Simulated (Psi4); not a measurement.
# C2H6B (SMILES [CH2]BC), step by step

We compute a geometry optimisation (doublet C2H6B, UPBE0/def2-TZVPD), then a single-point energy (singlet C2H6B+, PBE0/def2-TZVPD), then a structure relaxation (singlet C2H6B+, PBE0/def2-TZVPD), then the energy (singlet C2H6B−, PBE0/def2-TZVPD), then a geometry optimisation (singlet C2H6B−, PBE0/def2-TZVPD) of C2H6B. 

The results are computed with Psi4 1.11.

## Step 1: The molecule

The species is C2H6B (9 atoms), meant as a doublet with charge 0. SMILES: `[CH2]BC`. The shape is that of a PBE0-D4/def2-TZVP optimisation. This is one conformer, not always the lowest. The run starts from this shape.

Bond lengths: C1–B2 1.531 Å, B2–C3 1.561 Å, C1–H4 1.088 Å, C1–H5 1.087 Å, B2–H6 1.202 Å, C3–H7 1.092 Å, C3–H8 1.097 Å, C3–H9 1.097 Å. Some angles: C1–B2–C3 122.9°, C1–B2–H6 118.3°, C3–B2–H6 118.8°, B2–C1–H4 122.7°, B2–C1–H5 123.3°, B2–C3–H7 115.2°, B2–C3–H8 109.8°, B2–C3–H9 110.0°, H4–C1–H5 113.9°, H7–C3–H8 108.4°.

## Step 2: A geometry optimisation at UPBE0/def2-TZVPD (density fitting) (run 1)

File job.py:

```python
import psi4

psi4.set_memory(1600000000)
psi4.set_num_threads(1)
psi4.set_output_file('run.log', False)

geom = psi4.geometry("""
0 2
C     -0.840100     0.743300    -1.023500
B      0.191800     0.540800     0.089100
C      0.525000    -0.860100     0.691800
H     -1.406600    -0.078400    -1.457800
H     -1.074500     1.714900    -1.450600
H      0.769100     1.506600     0.513000
H     -0.036500    -1.695300     0.267500
H      1.596100    -1.069200     0.576400
H      0.364200    -0.849200     1.777100
units angstrom
symmetry c1
""")

psi4.set_options(dict(reference='uks'))

result, w = psi4.optimize("pbe0/def2-TZVPD", return_wfn=True)
print(f'pbe0/def2-TZVPD energy: {result:.10f} Eh')
print(geom.to_string(dtype='xyz', units='Angstrom'))
```

Run with:

```
$ python job.py
```

run.log:

```text
[...]
  Running in c1 symmetry.
[...]
  Nuclear repulsion =   60.660846416013079
[...]
  Multiplicity = 2
[...]
  Nalpha       = 12
  Nbeta        = 11
[...]
    Number of basis functions: 165
[...]
    Final optimized geometry and variables:
    Molecular point group: c1
    Full point group: C1
    Geometry (in Angstrom), charge = 0, multiplicity = 2:
    C           -0.805201145034     0.644580983685    -0.956277559027
    B            0.227280435972     0.441292221846     0.156383656636
    C            0.560958902744    -0.959872351098     0.759764328579
    H           -1.371533174674    -0.176999131751    -1.391466060656
    H           -1.039392345078     1.616407552227    -1.383200453787
    H            0.804453739800     1.407180005353     0.580415324525
    H           -0.000548389077    -1.795468270836     0.336000986359
    H            1.632226645192    -1.169018812468     0.644577792902
    H            0.400172108204    -0.948580522910     1.845213914183
```

On the terminal:

```text
Optimizer: Optimization complete!
pbe0/def2-TZVPD energy: -104.5089947818 Eh
9
0 2 BC2H6
C                    -0.805201145034     0.644580983685    -0.956277559027
B                     0.227280435972     0.441292221846     0.156383656636
C                     0.560958902744    -0.959872351098     0.759764328579
H                    -1.371533174674    -0.176999131751    -1.391466060656
H                    -1.039392345078     1.616407552227    -1.383200453787
H                     0.804453739800     1.407180005353     0.580415324525
H                    -0.000548389077    -1.795468270836     0.336000986359
H                     1.632226645192    -1.169018812468     0.644577792902
H                     0.400172108204    -0.948580522910     1.845213914183
```

Wall time 33 s (1 thread of Intel Xeon 6975P-C (Granite Rapids), shared host); peak memory 1.2 GiB.

After the run. Bond lengths: C1–B2 1.531 Å, B2–C3 1.562 Å, C1–H4 1.089 Å, C1–H5 1.087 Å, B2–H6 1.202 Å, C3–H7 1.092 Å, C3–H8 1.098 Å, C3–H9 1.097 Å. Some angles: C1–B2–C3 122.9°, C1–B2–H6 118.2°, C3–B2–H6 118.8°, B2–C1–H4 122.8°, B2–C1–H5 123.3°, B2–C3–H7 115.3°, B2–C3–H8 109.8°, B2–C3–H9 110.0°, H4–C1–H5 113.9°, H7–C3–H8 108.4°.

## Step 3: The singlet cation: a single-point energy at PBE0/def2-TZVPD (density fitting) (run 2)

File c2h6b.xyz:

```xyz
9
C2H6B
C     -0.840669     0.743907    -1.023797
B      0.191813     0.540618     0.088864
C      0.525492    -0.860546     0.692245
H     -1.407001    -0.077673    -1.458986
H     -1.074860     1.715733    -1.450720
H      0.768986     1.506506     0.512896
H     -0.036016    -1.696142     0.268481
H      1.596759    -1.069693     0.577058
H      0.364705    -0.849255     1.777694
```

File run.py:

```python
import psi4

psi4.set_memory(1600000000)
psi4.set_num_threads(1)
psi4.core.set_output_file('c2h6b.out', False)

with open('c2h6b.xyz') as f:
    atoms = ''.join(f.readlines()[2:])
mol = psi4.geometry('1 1\n' + atoms + 'symmetry c1')

e_tot = psi4.energy("pbe0/def2-TZVPD", molecule=mol)
print(f'total energy {e_tot:.8f} hartree = {e_tot * 27.211386:.5f} eV')
```

Run with:

```
$ python run.py
```

c2h6b.out:

```text
[...]
  Running in c1 symmetry.
[...]
  Nuclear repulsion =   60.641579539708403
[...]
  Multiplicity = 1
[...]
  Nalpha       = 11
  Nbeta        = 11
[...]
    Number of basis functions: 165
[...]
   @DF-RKS iter   1:  -103.90827714962410   -2.57555e-01   4.12768e-03 ADIIS/DIIS
[...]
   @DF-RKS iter   9:  -104.13504214176645   -1.48301e-07   5.61304e-07 DIIS
[...]
    Orbital Energies [Eh]
    ---------------------
    Doubly Occupied:
       1A    -10.615571     2A    -10.397575     3A     -7.021454
       4A     -1.022384     5A     -0.917716     6A     -0.761345
       7A     -0.749100     8A     -0.636220     9A     -0.605556
      10A     -0.580952    11A     -0.545514
[...]
  @DF-RKS Final Energy:  -104.13504214176645
   => Energetics <=
    Nuclear Repulsion Energy =             60.6415795397084025
    One-Electron Energy =                -252.7937686402181612
    Two-Electron Energy =                 100.6699808797840774
    DFT Exchange-Correlation Energy =     -12.6528339210407701
    Empirical Dispersion Energy =           0.0000000000000000
    VV10 Nonlocal Energy =                  0.0000000000000000
    Total Energy =                       -104.1350421417664478
[...]
 Multipole Moments:
 ------------------------------------------------------------------------------------
     Multipole            Electronic (a.u.)      Nuclear  (a.u.)        Total (a.u.)
 ------------------------------------------------------------------------------------
 L = 1.  Multiply by 2.5417464519 to convert [e a0] to [Debye]
 Dipole X            :         -1.1233799            0.1820313           -0.9413486
 Dipole Y            :          1.9634788           -1.4206331            0.5428458
 Dipole Z            :         -1.5251037            0.4429136           -1.0821902
 Magnitude           :                                                    1.5336083
[...]
```

Standard output:

```text
total energy -104.13504214 hartree = -2833.65883 eV
```

It took 9.6 s on 1 thread of Intel Xeon 6975P-C (Granite Rapids), shared host; peak memory 1.1 GiB.

## Step 4: The singlet cation: a structure relaxation at PBE0/def2-TZVPD (density fitting) (run 3)

File calc.dat:

```
memory 1.6 GB

molecule system {
  1 1
  C
  B 1 1.531457
  C 2 1.561624 1 122.94803
  H 1 1.08863 2 122.75082 3 0.20582
  H 1 1.086993 4 113.93142 2 179.96804
  H 2 1.202444 1 118.24139 5 0.20757
  H 3 1.092286 2 115.25509 6 179.68958
  H 3 1.097553 7 108.37669 2 -123.48122
  H 3 1.097351 7 108.43941 8 -112.77447
  symmetry c1
}

set {
  basis        def2-TZVPD
  geom_maxiter 50
}

result = opt("pbe0")
print_variables()
```

Run with:

```
$ psi4 -i calc.dat -o calc.out -n 1
```

calc.out:

```text
Psi4 1.11 release

gradient() will perform analytic gradient computation.

   => Loading Basis Set <=

    Name: DEF2-TZVPD
    Role: ORBITAL
    Keyword: BASIS

         ---------------------------------------------------------
                                   SCF
                              RKS Reference
                        1 Threads,   1525 MiB Core
         ---------------------------------------------------------

  ==> Geometry <==

    Molecular point group: c1
    Full point group: C1

    Geometry (in Angstrom), charge = 1, multiplicity = 1:

[... 148 lines left out ...]
   @DF-RKS iter   2:  -102.86392670166410    1.04435e+00   6.88756e-03 ADIIS/DIIS
[... 5 lines left out ...]
   @DF-RKS iter   8:  -104.13504202095899   -5.47327e-07   2.81439e-06 DIIS
[... 5 lines left out ...]
  Energy and wave function converged.
[... 38 lines left out ...]
    DFT Exchange-Correlation Energy =     -12.6528312799544107
[... 19 lines left out ...]
 Dipole Z            :         -2.1260434            0.6330930           -1.4929504
[... 165 lines left out ...]
   @DF-RKS iter   3:  -104.20980515058459   -2.58495e-11   3.66068e-09 DIIS
[... 38 lines left out ...]
    Two-Electron Energy =                 103.4592047474586565
[... 19 lines left out ...]
 Dipole Y            :          2.2908879           -1.9659349            0.3249530
[... 100 lines left out ...]
	  Convergence Criteria     1.00e-06 *    3.00e-04 *             o    1.20e-03 *             o
[... 29 lines left out ...]
PsiException: Could not converge geometry optimization in 50 iterations.

psi4.driver.p4util.exceptions.OptimizationConvergenceError: Could not converge geometry optimization in 50 iterations.

Printing out the relevant lines from the Psithon --> Python processed input file:
      symmetry c1
    ""","system")
    core.IO.set_default_namespace("system")
    core.set_global_option("BASIS", "def2-TZVPD")
    core.set_global_option("GEOM_MAXITER", 50)
--> result = opt("pbe0")
    print_variables()

!-------------------------------------------------------------!
!                                                             !
!  Could not converge geometry optimization in 50 iterations. !
!                                                             !
!-------------------------------------------------------------!

    Psi4 run time: 0:07:30.32

[set-up sections that repeat, and orbital energies of the middle runs, are left out above]
```

Run time: 7.5 min. Hardware: 1 thread of Intel Xeon 6975P-C (Granite Rapids), shared host; peak memory 1.2 GiB.

The iterations ended before the threshold was met.

## Step 5: The singlet anion: the energy at PBE0/def2-TZVPD (density fitting) (run 4)

File input.in:

```
memory 1600 mb

molecule {
  -1 1
  C     -1.58863417     1.40578049    -1.93469594
  B      0.36247404     1.02161996     0.16792862
  C      0.99303596    -1.62619626     1.30815346
  H     -2.65884655    -0.14678070    -2.75708396
  H     -2.03119102     3.24226547    -2.74146348
  H      1.45317293     2.84688375     0.96923297
  H     -0.06806038    -3.20524385     0.50735556
  H      3.01743720    -2.02142681     1.09048158
  H      0.68919257    -1.60485936     3.35935479
  units au
  symmetry c1
}

set {
  basis def2-TZVPD
}

energy_value = energy('pbe0')
print_variables()
```

Run with:

```
$ psi4 -i input.in -o input.out -n 1
```

input.out:

```text
[...]
  Running in c1 symmetry.
[...]
  Nuclear repulsion =   60.641579548193768
[...]
  Multiplicity = 1
[...]
  Nalpha       = 12
  Nbeta        = 12
[...]
    Number of basis functions: 165
[...]
   @DF-RKS iter   1:  -103.92486358121531   -2.74139e-01   6.42506e-03 DIIS/ADIIS
[...]
   @DF-RKS iter  10:  -104.56020547749053   -7.36020e-08   3.73989e-07 DIIS
[...]
    Orbital Energies [Eh]
    ---------------------
    Doubly Occupied:
       1A    -10.001589     2A     -9.957174     3A     -6.509032
       4A     -0.522972     5A     -0.430401     6A     -0.253370
       7A     -0.225556     8A     -0.216815     9A     -0.183278
      10A     -0.109820    11A     -0.096939    12A      0.017485
[...]
  @DF-RKS Final Energy:  -104.56020547749053
   => Energetics <=
    Nuclear Repulsion Energy =             60.6415795481937678
    One-Electron Energy =                -264.0977566811771453
    Two-Electron Energy =                 111.9444633231084083
    DFT Exchange-Correlation Energy =     -13.0484916676155507
    Empirical Dispersion Energy =           0.0000000000000000
    VV10 Nonlocal Energy =                  0.0000000000000000
    Total Energy =                       -104.5602054774905270
[...]
 Multipole Moments:
 ------------------------------------------------------------------------------------
     Multipole            Electronic (a.u.)      Nuclear  (a.u.)        Total (a.u.)
 ------------------------------------------------------------------------------------
 L = 1.  Multiply by 2.5417464519 to convert [e a0] to [Debye]
 Dipole X            :          0.1815357            0.1820313            0.3635670
 Dipole Y            :          0.5250592           -1.4206331           -0.8955738
 Dipole Z            :          0.0981299            0.4429136            0.5410435
 Magnitude           :                                                    1.1076830
[...]
```

Run time: 11 s. Hardware: 1 thread of Intel Xeon 6975P-C (Granite Rapids), shared host; peak memory 1.1 GiB.

## Step 6: The singlet anion: a geometry optimisation at PBE0/def2-TZVPD (density fitting) (run 5)

File input.dat:

```
memory 1600 mb

molecule molecule1 {
  -1 1
  C     -0.840669     0.743907    -1.023797
  B      0.191813     0.540618     0.088864
  C      0.525492    -0.860546     0.692245
  H     -1.407001    -0.077673    -1.458986
  H     -1.074860     1.715733    -1.450720
  H      0.768986     1.506506     0.512896
  H     -0.036016    -1.696142     0.268481
  H      1.596759    -1.069693     0.577058
  H      0.364705    -0.849255     1.777694
  symmetry c1
}

set basis def2-TZVPD
set geom_maxiter 50

e_tot, wfn = optimize("pbe0", return_wfn=True)
print_variables()
```

Run with:

```
$ psi4 -i input.dat -o output.dat -n 1
```

output.dat, cut to the lines that bear on the results:

```text
[...]
  Running in c1 symmetry.
[...]
  Nuclear repulsion =   60.641579539708403
[...]
  Multiplicity = 1
[...]
  Nalpha       = 12
  Nbeta        = 12
[...]
    Number of basis functions: 165
[...]
   @DF-RKS iter   1:  -103.92486312868593   -2.74141e-01   6.42506e-03 ADIIS/DIIS
[...]
   @DF-RKS iter   6:  -104.56570117544364   -6.97753e-12   3.95704e-09 DIIS
[...]
  @DF-RKS Final Energy:  -104.56570117544364
   => Energetics <=
    Nuclear Repulsion Energy =             60.7576542031267124
    One-Electron Energy =                -264.3745021083389020
    Two-Electron Energy =                 112.1019620273105488
    DFT Exchange-Correlation Energy =     -13.0508152975419982
    Empirical Dispersion Energy =           0.0000000000000000
    VV10 Nonlocal Energy =                  0.0000000000000000
    Total Energy =                       -104.5657011754436354
[...]
 Multipole Moments:
 ------------------------------------------------------------------------------------
     Multipole            Electronic (a.u.)      Nuclear  (a.u.)        Total (a.u.)
 ------------------------------------------------------------------------------------
 L = 1.  Multiply by 2.5417464519 to convert [e a0] to [Debye]
 Dipole X            :          0.0343215            0.2262546            0.2605761
 Dipole Y            :          0.6608672           -1.5089876           -0.8481204
 Dipole Z            :         -0.0849289            0.5113810            0.4264521
 Magnitude           :                                                    0.9844132
[...]
  -Total Gradient:
     Atom            X                  Y                   Z
    ------   -----------------  -----------------  -----------------
       1        0.000004729120    -0.000024020005    -0.000002619173
       2       -0.000048038346    -0.000104167634    -0.000004121285
       3        0.000045029987     0.000130532392     0.000019764695
       4       -0.000014691826     0.000028011759    -0.000007419145
       5        0.000035403057     0.000008830433     0.000017220808
       6       -0.000001272342     0.000057245784    -0.000001513468
       7       -0.000020374070    -0.000008882852    -0.000015218584
       8       -0.000007835330    -0.000029378895    -0.000001540807
       9        0.000004277627    -0.000026039358    -0.000013243900
[...]
    Final optimized geometry and variables:
    Molecular point group: c1
[...]
```

On the terminal:

```text
Optimizer: Optimization complete!
```

It took 51 s on 1 thread of Intel Xeon 6975P-C (Granite Rapids), shared host; peak memory 1.2 GiB.

The path in brief:

| step | energy from the first frame kept (eV) | largest force (eV/Å) |
| --- | --- | --- |
| 0 | 0.0000 | 3.5238 |
| 1 | -0.1416 | 0.4302 |
| 2 | -0.1490 | 0.1116 |
| 3 | -0.1495 | 0.0171 |
| 4 | -0.1495 | 0.0072 |

After the run. Bond lengths: C1–B2 1.452 Å, B2–C3 1.613 Å, C1–H4 1.096 Å, C1–H5 1.093 Å, B2–H6 1.231 Å, C3–H7 1.099 Å, C3–H8 1.101 Å, C3–H9 1.101 Å. Some angles: C1–B2–C3 124.2°, C1–B2–H6 120.8°, C3–B2–H6 115.0°, B2–C1–H4 123.3°, B2–C1–H5 123.9°, B2–C3–H7 112.2°, B2–C3–H8 112.2°, B2–C3–H9 112.2°, H4–C1–H5 112.8°, H7–C3–H8 107.2°.

## Step 7: Outcome

```
                                                                   quantity                      value
                           run 1, UPBE0/def2-TZVPD: total energy at the end              -104.50899 Eh
                                     run 1, UPBE0/def2-TZVPD: dipole moment                     0.77 D
                run 1, UPBE0/def2-TZVPD: HOMO energy (highest over α and β)                   -7.65 eV
                 run 1, UPBE0/def2-TZVPD: LUMO energy (lowest over α and β)                   -3.28 eV
                                        singlet cation, run 2: total energy              -104.13504 Eh
                                         singlet cation, run 2: HOMO energy                  -14.84 eV
                                         singlet cation, run 2: LUMO energy                  -12.54 eV
                                       singlet cation, run 2: HOMO–LUMO gap                    2.30 eV
                                         singlet anion, run 4: total energy              -104.56021 Eh
                                          singlet anion, run 4: HOMO energy                    0.48 eV
                                          singlet anion, run 4: LUMO energy                    3.88 eV
singlet anion, run 4: HOMO–LUMO gap (to an unbound level, set by the basis)                    3.40 eV
                              singlet anion, run 5: total energy at the end              -104.56570 Eh
                                          singlet anion, run 5: HOMO energy                    0.22 eV
                                          singlet anion, run 5: LUMO energy                    3.90 eV
singlet anion, run 5: HOMO–LUMO gap (to an unbound level, set by the basis)                    3.69 eV
                                                      singlet cation, run 3  no result (not converged)
     adiabatic electron affinity (to the singlet anion, no zero-point term)                   1.543 eV
```

**Reading.** The adiabatic electron affinity (to the singlet anion, no zero-point term) is 1.54 eV (36 kcal/mol). The optimisation (run 1, UPBE0/def2-TZVPD) took 2 steps and changed the energy by -0.000 eV. The HOMO (singlet anion, run 4) lies at positive energy, 0.48 eV; only total energies tell whether the electron is bound. The optimisation (singlet anion, run 5) took 5 steps and changed the energy by -0.150 eV. The HOMO (singlet anion, run 5) lies at positive energy, 0.22 eV; only total energies tell whether the electron is bound. 1 of the 5 runs did not end normally.
